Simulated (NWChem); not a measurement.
Species: SiH3, doublet; SMILES [SiH3]

```xyz
4

Si     0.0000     0.0000     0.1558
H      0.3891     1.3615    -0.2950
H      0.9846    -1.0178    -0.2950
H     -1.3737    -0.3438    -0.2950
```
Atoms are numbered in this order, from 1.

In the optimisation the excess spin sits in a (C3, its own frame). The geometry was optimised at PBE0-D3(BJ)/def2-TZVP, spin-unrestricted. No stability test was run on the SCF state.

 States above −ε(HOMO) = 6.4 eV lie in this functional's continuum and hang on the basis.

List the 6 lowest vertical excitations from PBE0/def2-SVPD, spin-unrestricted, TDA (NWChem).


```tsv
state	energy (eV)	oscillator strength	<S²>
state 1	5.36	0.009	0.78
state 2	5.36	0.009	0.78
state 3	5.46	0.029	0.77
state 4	5.64	0.031	0.77
state 5	5.64	0.031	0.77
state 6	6.50	0.179	0.77
```
